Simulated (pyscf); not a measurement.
H₃C–CH=C•–Cl (SMILES CC=[C]Cl) → H₃C–C•=CH–Cl (SMILES C[C]=CCl), a hydrogen shift (doublet surface; C–H broken, C–H formed). Structures and frequencies: ωB97X-D3(BJ)/def2-SVP in PySCF. Correlated levels are frozen-core, on RHF or UHF. ΔMP2 is the change of the MP2 total energy from the triple- to the quadruple-zeta basis. Energies in kJ/mol from the reactant's lowest minimum found.

Small-basis levels: PySCF, no dispersion term, spherical d functions. AM1 to PM7: differences of heats of formation from MOPAC, which are fitted to 298 K values and so differ in kind from electronic energies by zero-point and thermal terms. GFN2-xTB: tblite. Open shells are spin-unrestricted. 

| level | barrier | reaction energy |
|---|---|---|
| HF/3-21G | 290.2 | -27.5 |
| MP2/6-31G* | 189.2 | -7.5 |
| SVWN5/6-31G* | 172.0 | -6.6 |
| B3LYP/STO-3G | 259.8 | -12.6 |
| B3LYP/LANL2DZ | 196.7 | -25.4 |
| B3LYP/6-31G* | 201.3 | -9.5 |
| B3LYP/6-311+G** | 190.4 | -10.4 |
| PBE/def2-SVP | 175.7 | -3.7 |
| GFN2-xTB | 221.6 | +1.4 |
| AM1 | 217.9 | -8.3 |
| PM3 | 188.2 | -10.4 |
| PM6 | 232.4 | -19.9 |
| CCSD(T)/def2-TZVPP + ΔMP2(QZVPP) | 199.3 | -3.2 |

Against the last row the barrier runs from -27.3 (SVWN5/6-31G*) to +91.0 kJ/mol (HF/3-21G). CCSD(T)/def2-TZVPP + ΔMP2(QZVPP) has limits of its own. From the product side, HC≡C–CH₃ + Cl• lies, by one bond made or cut, 112.7 kJ/mol under this saddle at ωB97M-D3(BJ)/def2-TZVP. H₃C–CH=C•–Cl lies 94.8 kJ/mol over its isomer •H₂C–CH=CH–Cl (electronic energy, ωB97M-D3(BJ)/def2-TZVP). H₃C–C•=CH–Cl lies 88.9 kJ/mol over its isomer •H₂C–CH=CH–Cl (electronic energy, ωB97M-D3(BJ)/def2-TZVP). One saddle was located; it need not be the lowest between these sides. The CCSD(T) − MP2 part came from Ansatz, without density fitting, on the same reference. A UHF reference is spin-contaminated (<S²> up to 0.97), which harms MP2 most.
